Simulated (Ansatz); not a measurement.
This Ansatz (a quantum-chemistry and plane-wave program) input (r2SCAN/def2-QZVPP) gives -436.19972 Eh with 127 basis functions. A basis named .json is the Basis Set Exchange file of that set (core-valence sets with the plain set on hydrogen).

Ansatz 0.2 input:
```yaml
crystal:
  periodic: [false, false, false]
  atoms:
    - {symbol: C, position_ang: [-0.00000000, -0.00000000, -1.11416072]}
    - {symbol: S, position_ang: [0.00000000, 0.00000000, 0.41781027]}
basis:
  gaussian:
    orbitals: def2-QZVPP.json
hamiltonian:
  xc: {name: r2SCAN}
magnetization: {spin_polarized: false}
```

Change:
```diff
- orbitals: def2-QZVPP.json
+ orbitals: pcseg-1.json
```

### Question
What does the run give now?

### Answer
-436.13126 Eh (r2SCAN/pcseg-1, 32 functions), a change of +68.46 mEh.
